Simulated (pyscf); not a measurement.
This saddle point was located with ωB97X-D3(BJ)/def2-SVP in PySCF.

```xyz
8

Cl    -2.2858     0.0579     1.5712
Hf    -0.1283     0.4017    -0.0619
Cl     0.1023     2.5875     0.7272
Cl    -1.5081     0.1820    -1.9323
Cl     1.9843     0.0188    -0.9830
O      0.0417    -1.1572     1.2305
H     -1.2290    -0.8664     1.7578
H      0.7276    -1.8001     1.4414
```

Surface: singlet, charge 0. Lowest wavenumbers (cm⁻¹): 463i, 53, 87, 110, 113.

### Question
What reaction is this the transition state of?

### Answer
Cl–Hf(Cl)(Cl)–Cl (SMILES [Cl][Hf]([Cl])([Cl])[Cl]) + H₂O (SMILES O) ⇌ HCl (SMILES Cl) + HO–Hf(Cl)(Cl)–Cl (SMILES [OH][Hf]([Cl])([Cl])[Cl]), a four-centre exchange read from left to right: Cl–Hf, H–O broken and Cl–H, Hf–O formed. At ωB97M-D3(BJ)/def2-TZVP it lies +18.9 kJ/mol from the left side and +7.1 kJ/mol from the right (each side as separated species at their lowest minima found). On the reactant side the descent ends in an adduct with a Hf–O contact, 72.2 kJ/mol under the separated species and 86.3 kJ/mol under the saddle at ωB97X-D3(BJ)/def2-TZVP. On the product side the descent ends in an adduct with a Cl–Hf contact, 24.7 kJ/mol under the separated species and 12.4 kJ/mol under the saddle at ωB97X-D3(BJ)/def2-TZVP. What is counted as formed (Hf–O) is already present as a longer contact in the reactant adduct; forming that adduct is a step of its own. What is counted as broken (Cl–Hf) persists as a longer contact in the product adduct; parting that adduct is a step of its own. This is the saddle that the search found; another between the same sides may lie lower. Elements past Kr carry the def2 core potentials, without spin-orbit coupling.
